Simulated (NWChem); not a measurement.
System: CH3O anion

NWChem input:

```
start job
memory heap 200 mb stack 900 mb global 1100 mb
charge -1
geometry units angstroms
  C      0.000000     0.000000    -0.531977
  O      0.000000     0.000000     0.804146
  H      0.728450     0.728450    -1.028993
  H      0.266631    -0.995081    -1.028993
  H     -0.995081     0.266631    -1.028993
end
basis spherical
  * library def2-svp
end
dft
  xc xpbe96 cpbe96
  iterations 150
end
driver
  maxiter 120
end
task dft optimize
task dft freq
```

NWChem printed, in part:

```
             Northwest Computational Chemistry Package (NWChem) 7.3.0
             --------------------------------------------------------

 C3V symmetry detected

                             Geometry "geometry" -> ""
                             -------------------------

 Output coordinates in angstroms (scale by  1.889725989 to convert to a.u.)

  No.       Tag          Charge          X              Y              Z
 ---- ---------------- ---------- -------------- -------------- --------------
    1 C                    6.0000     0.00000000     0.00000000    -0.54105506
    2 O                    8.0000     0.00000000     0.00000000     0.79506794
    3 H                    1.0000     0.72844988     0.72844988    -1.03807106
    4 H                    1.0000     0.26663116    -0.99508104    -1.03807106
    5 H                    1.0000    -0.99508104     0.26663116    -1.03807106

 Effective nuclear repulsion energy (a.u.)      34.2676543436

      Symmetry information
      --------------------

 Group name             C3v
 Group number             17
 Group order               6
 No. of unique centers     3

                                Z-matrix (autoz)
                                --------

 Units are Angstrom for bonds and degrees for angles

      Type          Name      I     J     K     L     M      Value
      ----------- --------  ----- ----- ----- ----- ----- ----------
    1 Stretch                  1     2                       1.33612
    2 Stretch                  1     3                       1.14381
    3 Stretch                  1     4                       1.14381
    4 Stretch                  1     5                       1.14381
    5 Bend                     2     1     3               115.75516
    6 Bend                     2     1     4               115.75516
    7 Bend                     2     1     5               115.75516
    8 Bend                     3     1     4               102.51999
    9 Bend                     3     1     5               102.51999
   10 Bend                     4     1     5               102.51999

  pbe96 is a nonlocal functional; adding pw91lda local functional.

                           NWChem Geometry Optimization
                           ----------------------------

 maximum gradient threshold         (gmax) =   0.000450
 rms gradient threshold             (grms) =   0.000300
 maximum cartesian step threshold   (xmax) =   0.001800
 rms cartesian step threshold       (xrms) =   0.001200
 fixed trust radius                (trust) =   0.300000
 source of zmatrix                         =   autoz

          -------------------
          Energy Minimization
          -------------------

 Using diagonal initial Hessian
 Scaling for Hessian diagonals: bonds = 1.00  angles = 0.25  torsions = 0.10

          --------
          Step   0

                                 NWChem DFT Module
                                 -----------------

 Summary of "ao basis" -> "ao basis" (spherical)
 ------------------------------------------------------------------------------
       Tag                 Description            Shells   Functions and Types
 ---------------- ------------------------------  ------  ---------------------
 C                          def2-svp                 6       14   3s2p1d
 O                          def2-svp                 6       14   3s2p1d
 H                          def2-svp                 3        5   2s1p

      Symmetry analysis of basis
      --------------------------

        a1         16
        a2          1
        e          26

  Rotation of axis

            General Information
            -------------------
          SCF calculation type: DFT
          Wavefunction type:  closed shell.
          No. of atoms     :     5
          No. of electrons :    18
           Alpha electrons :     9
            Beta electrons :     9
          Charge           :    -1
          Spin multiplicity:     1
          Use of symmetry is: on ; symmetry adaption is: on
          Maximum number of iterations: 150
          AO basis - number of functions:    43
                     number of shells:    21
          Convergence on energy requested:  1.00D-06
          Convergence on density requested:  1.00D-05
          Convergence on gradient requested:  5.00D-04

              XC Information
              --------------
          PerdewBurkeErnzerhof Exchange Functional  1.000
            Perdew 1991 LDA Correlation Functional  1.000 local
           PerdewBurkeErnz. Correlation Functional  1.000 non-local

[...]

      ----------------------
      Optimization converged
      ----------------------

  Step       Energy      Delta E   Gmax     Grms     Xrms     Xmax
  ---- ---------------- -------- -------- -------- -------- --------
@    3    -114.85409875 -5.2D-07  0.00006  0.00003  0.00055  0.00116
                                     ok       ok       ok       ok

                                Z-matrix (autoz)
                                --------

 Units are Angstrom for bonds and degrees for angles

      Type          Name      I     J     K     L     M      Value     Gradient
      ----------- --------  ----- ----- ----- ----- ----- ---------- ----------
    1 Stretch                  1     2                       1.29314   -0.00006
    2 Stretch                  1     3                       1.19211   -0.00004
    3 Stretch                  1     4                       1.19211   -0.00004
    4 Stretch                  1     5                       1.19211   -0.00004
    5 Bend                     2     1     3               118.98160    0.00001
    6 Bend                     2     1     4               118.98160    0.00001
    7 Bend                     2     1     5               118.98160    0.00001
    8 Bend                     3     1     4                98.50223   -0.00001
    9 Bend                     3     1     5                98.50223   -0.00001
   10 Bend                     4     1     5                98.50223   -0.00001

                         Geometry "geometry" -> "geometry"
                         ---------------------------------

 Output coordinates in angstroms (scale by  1.889725989 to convert to a.u.)

  No.       Tag          Charge          X              Y              Z
 ---- ---------------- ---------- -------------- -------------- --------------
    1 C                    6.0000     0.00000000     0.00000000    -0.48410092
    2 O                    8.0000    -0.00000000    -0.00000000     0.80904140
    3 H                    1.0000     0.73739265     0.73739265    -1.06171359
    4 H                    1.0000     0.26990444    -1.00729710    -1.06171359
    5 H                    1.0000    -1.00729710     0.26990444    -1.06171359

 Effective nuclear repulsion energy (a.u.)      34.4413304547

      Symmetry information
      --------------------

 Group name             C3v
 Group number             17
 Group order               6
 No. of unique centers     3

                Final and change from initial internal coordinates
                --------------------------------------------------

                                Z-matrix (autoz)
                                --------

 Units are Angstrom for bonds and degrees for angles

[...]

 Rotational Constants
 --------------------
 A=   5.127033 cm-1  (  7.376492 K)
 B=   0.945041 cm-1  (  1.359672 K)
 C=   0.945041 cm-1  (  1.359672 K)

 Temperature                      =   298.15K
 frequency scaling parameter      =   1.0000

 Zero-Point correction to Energy  =   20.385 kcal/mol  (  0.032486 au)
 Thermal correction to Energy     =   22.208 kcal/mol  (  0.035390 au)
 Thermal correction to Enthalpy   =   22.800 kcal/mol  (  0.036334 au)

 Total Entropy                    =   52.707 cal/mol-K
   - Translational                =   36.213 cal/mol-K (mol. weight =  31.0184)
   - Rotational                   =   16.315 cal/mol-K (symmetry #  =        3)
   - Vibrational                  =    0.179 cal/mol-K

 Cv (constant volume heat capacity) =    6.906 cal/mol-K
   - Translational                  =    2.979 cal/mol-K
   - Rotational                     =    2.979 cal/mol-K
   - Vibrational                    =    0.947 cal/mol-K

[normal modes left out]

 ----------------------------------------------------------------------------
 Normal Eigenvalue ||           Projected Infra Red Intensities
  Mode   [cm**-1]  || [atomic units] [(debye/angs)**2] [(KM/mol)] [arbitrary]
 ------ ---------- || -------------- ----------------- ---------- -----------
    1       -0.000 ||    0.015644           0.361        15.251       0.588
    2       -0.000 ||    0.032122           0.741        31.314       1.208
    3       -0.000 ||    0.016740           0.386        16.319       0.630
    4       -0.000 ||    0.016650           0.384        16.231       0.626
    5        0.000 ||    0.015571           0.359        15.179       0.586
    6        0.000 ||    0.000039           0.001         0.038       0.001
    7     1181.387 ||    0.015065           0.348        14.686       0.567
    8     1181.390 ||    0.015062           0.347        14.683       0.566
    9     1295.371 ||    0.126267           2.913       123.091       4.749
   10     1320.777 ||    0.191485           4.418       186.669       7.201
   11     1320.777 ||    0.191485           4.418       186.670       7.201
   12     1549.591 ||    0.313482           7.232       305.597      11.790
   13     2044.965 ||    1.244696          28.716      1213.391      46.811
   14     2044.965 ||    1.244696          28.716      1213.391      46.811
   15     2327.246 ||    0.549476          12.677       535.656      20.665
 ----------------------------------------------------------------------------
```

Level: PBE/def2-SVP. Sets without diffuse functions describe the anion's extra electron poorly. The highest occupied level is positive, so the extra electron may be held by the finite basis.
